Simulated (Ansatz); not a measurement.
Ansatz (an electronic-structure program) input (MP2/def2-TZVPP): A basis named .json is the Basis Set Exchange file of that set (core-valence sets with the plain set on hydrogen).

Ansatz 0.2 input:
```yaml
crystal:
  periodic: [false, false, false]
  atoms:
    - {symbol: P, position_ang: [-0.00000000, -0.00000000, -0.94474959]}
    - {symbol: P, position_ang: [0.00000000, 0.00000000, 0.94474959]}
basis:
  gaussian:
    orbitals: def2-TZVPP
    fitting: {mean_field: def2-universal-jkfit, correlation: def2-SVP-RIFIT.json}
magnetization: {spin_polarized: false}
correlation: {method: mp2, electrons: outside_noble_gas}
```

Output:

```
Functional definition: HF
integrals: 0.01 GiB planned
256 factors; integrals over basis functions are off by at most 1.1e0 eV
124 factors; integrals over basis functions are off by at most 9.0e0 eV
mean field: 0.11 GiB planned
mean field evaluation 1: about -18543.7798 eV, gradient 8.2e0 eV
mean field evaluation 2: about -18543.9938 eV, gradient 2.4e0 eV
mean field evaluation 4: about -18544.0209 eV, gradient 1.2e-1 eV
mean field -18544.02090099 eV, -681.4801985224 hartree, gradient 2.4e-6 eV, S^2 0.000000; 0 other end points of the search recorded, 0 dependent functions left out; unrestricted orbitals would lower it
mean field evaluation 8: about -18544.0081 eV, gradient 4.4e0 eV
10 core orbitals not correlated
reference -18544.02090099 eV, -681.4801985224 hartree; 5, 5 occupied and 69, 69 virtual orbitals, 124 factors
second order -7.65349164 eV of doubles, -0.00000000 eV of singles
Total energy: -18551.67439263 eV, -681.7614591525 hartree
```
